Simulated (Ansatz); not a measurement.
Process, species as SMILES: FCl (F-Cl) → ClF+ (doublet, bonded as FCl) + e-
B3LYP-D3(BJ)/def2-TZVP geometries, fixed; electronic energies without zero-point terms.

Basis-set convergence of the adiabatic ionisation energy at r2SCAN with Ansatz (a quantum-chemistry and plane-wave program). Cartesian d functions, on some or all atoms, in 6-31G**, 6-311+G**; all else is spherical. The program fits the integrals of some runs and decomposes those of others, by size. Open shells are unrestricted. No added dispersion term, no relativity. Functions are those of the species that has most. Reference: the value in aug-cc-pV(5+d)Z, 12.407 eV, itself unsure by roughly 0.004 eV (its mean distance from pcseg-4, aug-pcseg-3, aug-cc-pV(Q+d)Z).

```
basis              functions  adiabatic ionisation energy (eV)
-----------------  ---------  --------------------------------
6-31G                     22                               ___
pcseg-1                   32                            12.694
6-31G**                   34                            12.409
6-311+G**                 53                            12.700
pcseg-2                   64                            12.469
cc-pV(T+d)Z               69                               ___
def2-TZVPP                73                               ___
6-311++G(3df,3pd)         86                               ___
jun-cc-pV(T+d)Z           87                            12.436
aug-cc-pV(T+d)Z          101                            12.431
cc-pV(Q+d)Z              119                            12.394
pcseg-3                  124                            12.408
def2-QZVPPD              145                            12.411
```

Q: Some entries are withheld; supply them.

A: 
- 6-31G, adiabatic ionisation energy (eV): 13.144
- cc-pV(T+d)Z, adiabatic ionisation energy (eV): 12.389
- def2-TZVPP, adiabatic ionisation energy (eV): 12.415
- 6-311++G(3df,3pd), adiabatic ionisation energy (eV): 12.445
